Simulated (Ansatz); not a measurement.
**Worked example: the barrier**

An elementary step of CH$_{6}$AlN, closed shell (CH₆AlN ([CH3][NH][AlH2]) → CH₅N ([CH3][NH2]) + AlH (still joined by a long Al–N bond); bonds formed: N2–H4; bonds broken: Al1–H4; bonds weakened to dative contacts: Al1–N2). “Start” is the structure reached by relaxing down from the saddle towards the reactants; PBE0-D4/def2-TZVP structures. The saddle:

```json
{"atom": "Al1", "x (Å)": "-1.8534", "y (Å)": "0.0339", "z (Å)": "-0.4084"}
{"atom": "N2", "x (Å)": "-0.1255", "y (Å)": "0.0721", "z (Å)": "0.3970"}
{"atom": "C3", "x (Å)": "1.1354", "y (Å)": "0.0289", "z (Å)": "-0.3241"}
{"atom": "H4", "x (Å)": "-0.7175", "y (Å)": "-1.1743", "z (Å)": "-0.1168"}
{"atom": "H5", "x (Å)": "-2.8490", "y (Å)": "0.7277", "z (Å)": "0.6568"}
{"atom": "H6", "x (Å)": "0.0281", "y (Å)": "0.2530", "z (Å)": "1.3884"}
{"atom": "H7", "x (Å)": "1.8632", "y (Å)": "-0.6355", "z (Å)": "0.1511"}
{"atom": "H8", "x (Å)": "1.5779", "y (Å)": "1.0252", "z (Å)": "-0.4035"}
{"atom": "H9", "x (Å)": "0.9408", "y (Å)": "-0.3312", "z (Å)": "-1.3405"}
```

Ansatz 0.2.0; basis: def2-TZVPP and def2-QZVPP; cores frozen in the correlated methods.

Energies in eV:

| quantity | saddle | start |
| --- | --- | --- |
| Hartree–Fock, triple zeta (X = 3) | -9187.73842 | -9191.68567 |
| Hartree–Fock, quadruple zeta (X = 4) | -9188.07097 | -9192.02092 |
| MP2 correlation, X = 3 | -13.82307 | -13.00065 |
| MP2 correlation, X = 4 | -14.70002 | -13.87937 |
| CCSD(T) correlation, X = 3 | -15.37031 | -14.45798 |

Task: Work out the barrier at the basis limit: extrapolate Hartree–Fock as E(X) = E∞ + A exp(−7.88 √X) and the MP2 correlation as E(X) = E∞ + B X^−2.97 (the exponents that Neese and Valeev fitted for def2-TZVPP and QZVPP), then add CCSD(T) − MP2 in triple zeta.

Result: Each step is linear, so take the differences first (saddle − start): Hartree–Fock 3.94725 (X = 3) and 3.94995 (X = 4); MP2 correlation -0.82242 and -0.82065; CCSD(T) correlation -0.91233.
Two points give E∞ = E(4) + w [E(4) − E(3)], with w = 1/(exp(7.88 (2 − √3)) − 1) = 0.1377 for Hartree–Fock and w = 1/((4/3)^2.97 − 1) = 0.7407 for the correlation.
Hartree–Fock: 3.94995 + 0.1377 × 0.00270 = 3.9503 eV.
MP2 correlation: -0.82065 + 0.7407 × 0.00177 = -0.8193 eV.
CCSD(T) − MP2: -0.91233 − (-0.82242) = -0.0899 eV.
Sum: 3.9503 + (-0.8193) + (-0.0899) = 3.0411 eV, or 70.13 kcal/mol. Plain CCSD(T) in triple zeta gives 3.0349 eV, so the larger basis shifts the result by 0.0062 eV.

The T1 diagnostic stays at or below 0.017. The restricted Hartree–Fock reference is unstable towards an unrestricted one at one or more of these structures. A large double-excitation amplitude points to some diradical character; no triplet was computed.

Labels in which every atom is bracketed show which atoms are joined, not bond orders.

For scale, one of the runs: CCSD(T)/def2-TZVPP, 188 basis functions, launched by `ansatz run in.yaml --threads 2 --pin off --events-out ev --progress --plain --max-ram 4352MiB`. Time: 29 s of wall clock on 2 CPU threads of an Intel Xeon Platinum 8488C; the host was shared. Peak host memory: 1.9 GiB.
